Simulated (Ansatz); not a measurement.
C3H5NO can be A, `NC1(O)C=C1`, or B, `CCOC#N`.

Computed with Ansatz on PBE0-D4/def2-TZVP structures; ΔE is electronic, products minus reactants. CCSD(T)/CBS adds triple-zeta CCSD(T) − MP2 to the extrapolated MP2 energy (def2 sets, frozen cores). Functionals use def2-TZVPP. One conformer a species, not always the lowest.

A:

Z-matrix (Å, degrees):
```
C
O 1 1.398
C 1 1.471 2 120.7
N 1 1.437 2 109.0 3 -148.1
C 1 1.470 2 117.0 3 60.7
H 2 0.964 1 106.1 3 110.2
H 3 1.080 1 148.5 2 -75.0
H 4 1.011 1 110.9 2 174.5
H 4 1.014 1 110.4 2 -65.3
H 5 1.080 1 148.4 2 67.2
```

B:

```xyz
10

C    -0.453   -0.115   -1.027
C     0.718   -0.338   -0.112
O     0.813    0.705    0.904
C    -0.154    0.735    1.742
N    -1.012    0.785    2.513
H    -0.477   -0.906   -1.780
H    -0.374    0.846   -1.537
H    -1.395   -0.146   -0.474
H     0.663   -1.299    0.405
H     1.671   -0.267   -0.633
```

**Question.** Which isomer does CCSD(T)/CBS put lower? Give the gap. (Best estimate.)

**Answer.** Computed: B, by 138.0 kJ/mol.

**Question.** Give E(B) − E(A) in kJ/mol with CCSD(T)/def2-TZVPP, PBE-D4, r2SCAN-D4, PBE0-D4, B2PLYP, ωB97M-V, BLYP-D4. (Estimate.)

**Answer.** The calculation gave: CCSD(T)/def2-TZVPP -152.2, PBE-D4 -129.4, r2SCAN-D4 -137.9, PBE0-D4 -124.9, B2PLYP -157.5, ωB97M-V -136.3, BLYP-D4 -158.0. None reverses the order clearly.

**Question.** Does the order hold for the free energy at 298.15 K (harmonic terms from PBE0-D4)? (Estimate.)

**Answer.** Computed: Yes: G(B) − G(A) = -138.8 kJ/mol, for one conformer each.

Largest T1 diagnostic: 0.013.

In def2-TZVPP, CCSD(T) changes the Hartree–Fock value by +27.0 kJ/mol (the triples alone add +0.9 kJ/mol) and MP2 by +31.0 kJ/mol. From PBE to PBE0 (25 % exact exchange), in def2-TZVPP and without D4, E(B) − E(A) moves by +4.9 kJ/mol.
